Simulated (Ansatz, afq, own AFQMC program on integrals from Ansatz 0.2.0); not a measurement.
## AlGeH$_{3}$⁺, quartet in cc-pVDZ, levels against CCSDT(Q)

```yaml
atoms:
  - { symbol: Ge, position_ang: [0.0000, 0.0032, 0.7571] }
  - { symbol: Al, position_ang: [0.0000, 0.0167, -1.8285] }
  - { symbol: H, position_ang: [0.0000, -1.1750, -0.4756] }
  - { symbol: H, position_ang: [0.0000, -1.0743, -2.9759] }
  - { symbol: H, position_ang: [0.0000, 1.5689, -2.1659] }
```

Connectivity, by distances: Ge–AlH2, 1 bridging H.

Basis cc-pVDZ. Noble-gas cores (and the filled d shells of Ga–Kr and In–Xe) are frozen. Ansatz 0.2.0 and our own AFQMC program on the same integrals; the CISD trial comes from CCSD amplitudes, and released means the phaseless constraint is let go. Free projection: walkers drawn from exp(T), propagated without any constraint. Its projection time is finite, and what remains of the start isn't in its error. Uncertainties: one standard error, sampling alone. No spin–orbit coupling.

Determinant: ROHF, the one that the program's search chose, which needn't be the lowest solution. The geometry is a PBE0/def2-TZVP stationary point of this or a neighbouring charge and spin state.

No full CI on the walks' own integrals is used here; CCSDT(Q) serves as the reference and is uncertain by about the last step of the cluster series.

Cautions: no relativity below Rb; no spin-orbit coupling; inner d shell frozen; another spin lies lower (by 2.10 eV); strong correlation (T1 0.053, weight of the determinant 0.85, largest double 0.05).

The T1 diagnostic is 0.0527, the weight of the determinant in the CISD state is 0.848 and the size of the correlated space is 9 electrons in 41 orbitals.

Reference: CCSDT(Q), correlation energy -4.222 eV. The released energy is read at 1.62 1/Eh, later times being too noisy (meV from the phaseless value at times in 1/Eh: -1 ± 11 at 0.24, -2 ± 12 at 0.51, 9 ± 11 at 0.99, 14 ± 15 at 1.62, -27 ± 18 at 2.40).

| level | E − E(reference) (kJ/mol) | share of correlation (%) |
| --- | --- | --- |
| HF | 407.3 | 0.00 |
| MP2 | 116.1 | 71.50 |
| CCSD | 19.0 | 95.34 |
| CCSD(T) | 6.2 | 98.47 |
| CCSDT | 0.8 | 99.79 |
| ph-AFQMC/CISD | -2.2 ± 0.8 | 100.53 |
| released AFQMC | -0.8 ± 1.4 | 100.19 |
| free AFQMC | 1.1 ± 1.7 | 99.72 |

Free projections are given only where their last times agree within the noise and don't stop above the reference; a slow remainder of the start can still hide under it. A walk keeps the symmetry of its determinant, which the program's search chose and which needn't be the lowest solution, so a lower state of the same spin and another symmetry isn't excluded. Released energies are given only where the last usable release times agree within the noise; a slower fall can still hide under it.
